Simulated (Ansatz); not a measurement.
This was printed by a script on Ansatz's Python interface, for a ladder of basis sets of BH4 (charge -1), SMILES [BH4-]. What did the script look like? Settings (for the species named): B3LYP, cc-pVDZ basis, multiplicity 1. The script varies basis: cc-pVDZ, cc-pVTZ, cc-pVQZ.

```yaml
atoms:
  - { symbol: B, position_ang: [0.0001, 0.0002, -0.0001] }
  - { symbol: H, position_ang: [0.6837, 0.9970, 0.2177] }
  - { symbol: H, position_ang: [0.7263, -0.9885, -0.0671] }
  - { symbol: H, position_ang: [-0.6004, 0.1397, -1.0634] }
  - { symbol: H, position_ang: [-0.8097, -0.1484, 0.9129] }
```

```console
$ python run_basis.py
cc-pVDZ          34 orbitals  reference     -27.251567 Ha  total     -27.251567 Ha
cc-pVTZ          86 orbitals  reference     -27.276699 Ha  total     -27.276699 Ha
cc-pVQZ         175 orbitals  reference     -27.280287 Ha  total     -27.280287 Ha
cc-pVDZ        lies    0.7815 eV above cc-pVQZ
cc-pVTZ        lies    0.0976 eV above cc-pVQZ
cc-pVQZ        lies    0.0000 eV above cc-pVQZ
```

One script that gives this output:

The script, `run_basis.py`:
```python
from dataclasses import dataclass
import warnings

import ansatz as az


@dataclass
class RunConfig:
    functional: str = "b3lyp"
    net_charge: int = -1


cfg = RunConfig()

GEOMETRY = """
B     0.00010    0.00017   -0.00011
H     0.68366    0.99701    0.21769
H     0.72634   -0.98849   -0.06707
H    -0.60041    0.13970   -1.06336
H    -0.80969   -0.14838    0.91285
"""


def main() -> None:
    warnings.simplefilter("ignore", az.DeckWarning)

    bh4 = az.Crystal.molecule()
    for line in GEOMETRY.strip().splitlines():
        symbol, *xyz = line.split()
        bh4 = bh4.atom(symbol, [float(v) for v in xyz])

    base = bh4.calculation()
    base = base.functional(cfg.functional).charge(cfg.net_charge)

    energies = {}
    for basis in ["cc-pVDZ", "cc-pVTZ", "cc-pVQZ"]:
        r = base.basis(gaussian=basis).run().report
        size = r["n_frozen"] + r["n_occupied"][0] + r["n_virtual"][0]
        energies[basis] = (r["reference_energy_ev"] / 27.211386246, r["free_energy_ev"] / 27.211386246)
        print(f"{basis:14s} {size:4d} orbitals  reference {energies[basis][0]:14.6f} Ha  total {energies[basis][1]:14.6f} Ha")

    last = energies["cc-pVQZ"][1]
    for basis, (_, total) in energies.items():
        print(f"{basis:14s} lies {27.211386 * (total - last):9.4f} eV above cc-pVQZ")


if __name__ == "__main__":
    main()
```

Against cc-pVDZ: cc-pVTZ -25.1 mHa and cc-pVQZ -28.7 mHa. The last step alone is -3.59 mHa.

Reading the output:
- The drop along the ladder measures the basis error, and is no property of the molecule.
- The geometry is a force-field or estimated start, not a minimum of this method, and the last set is no limit. Much of the fall in a total is atomic energy, which cancels in bond and reaction energies.
- b3lyp holds the VWN-RPA fit, as in Gaussian; the form of ORCA and Turbomole is b3lyp5.
- Anions want diffuse functions, which this basis lacks.
- It ran for 2.7 s on 1 thread of Arm Neoverse V2, on a shared host, peak memory 0.23 GiB.
